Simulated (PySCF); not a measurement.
**Which is lower?**

Two relaxed structures of CH3NSi, singlet (PBE0-D4/def2-TZVP; forces vanish, vibrations not checked).

A:

```
6
angstrom
C -1.0511 -1.0268 -0.3503
Si 0.8359 0.9665 0.8772
N -0.2592 -0.2757 0.0062
H -1.8059 -1.7211 -0.6475
H 0.8588 1.8207 -0.3740
H 2.0530 0.1291 0.5377
```

B:

```
atom    x (Å)    y (Å)    z (Å)
  C1  -0.6707  -0.5330  -0.0630
 Si2  -0.6648   0.8956  -1.3264
  N3   0.5286  -0.1303  -0.1220
  H4  -1.0512  -1.3260   0.5820
  H5  -1.0867   1.9177  -0.2599
  H6   1.3058  -0.4423   0.4517
```

PySCF 2.14 with density fitting (its default auxiliary sets; JK sets also for MP2 and CCSD(T)); basis: def2-TZVPP; cores frozen in the correlated methods. B3LYP uses VWN-RPA correlation.

Question: Which structure is lower at CCSD(T), and by how much? (Judge from chemistry; the value comes from the calculation.)

Answer: Computed: A, by 2.25 kcal/mol (electronic energy, against the other). By their contacts, A is CH₃NSi ([CH][N][SiH2]) and B is CH₃NSi ([CH]1[NH][SiH]1).

Question: Do the other methods give the same order? (Judge from chemistry; the calculation decides.)

Answer: The calculation gives: Not all: PBE0-D4, wB97M-V give the other order.

| method | E(B) − E(A) (kcal/mol) |
| --- | --- |
| PBE-D4 | 1.98 |
| r2SCAN-D4 | 2.81 |
| PBE0-D4 | -1.09 |
| B3LYP-D4 | 3.48 |
| wB97M-V | -1.68 |
| HF | 1.40 |
| MP2 | 4.20 |
| CCSD | 1.81 |
| CCSD(T) | 2.25 |

No T1 diagnostic of these runs exceeds 0.018.

Labels in which every atom is bracketed show which atoms are joined, not bond orders.

For scale, one of the runs: CCSD(T)/def2-TZVPP, 146 basis functions, launched by `OMP_NUM_THREADS=2 python run.py`. The run took 80 s on 2 CPU threads of a Oxide Virtual Turin-like (shared host), with 0.81 GiB of host memory at its peak.
